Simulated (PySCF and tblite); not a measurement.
Results of a calculation; reference values are marked as such.
System: C3H5NS, numbered as in [NH2:1]/[CH:2]=[CH:3]/[CH:4]=[S:5].

For the rotation about the C3–C4 bond (torsion C2–C3–C4–S5 from 0° to 179°, rising): electronic barrier 16.99 kcal/mol, zero-point change -0.58 kcal/mol, thermal and entropy terms at 200 K a further 0.21 kcal/mol (symmetry numbers apart). The minimum is Cs, the saddle C1. Geometries: GFN2-xTB; energies: PBE0/pcSseg-1 + D3(BJ); zero-point and thermal terms from GFN2-xTB harmonic modes (soft modes blended into free rotors). Rates follow Eyring's equation with the number of equivalent paths and no tunnelling. (PySCF 2.14 with density fitting, tblite 0.8.)

Task: How many equivalent paths lead out of the minimum?

Result: 2: the symmetry number of the minimum is 1, that of the saddle displaced along its mode 1, and the displaced saddle is chiral while the minimum is not, which doubles the count.

Task: Work out the rate at 200 K.

Result: ΔG‡ = 16.62 kcal/mol; k_B T/h = 4.2×10¹² s⁻¹; exp(−ΔG‡/RT) = 6.9×10⁻¹⁹; times 2 gives k = 5.8×10⁻⁶ s⁻¹. Wigner's tunnelling factor for the 344i cm⁻¹ mode would be 1.26.
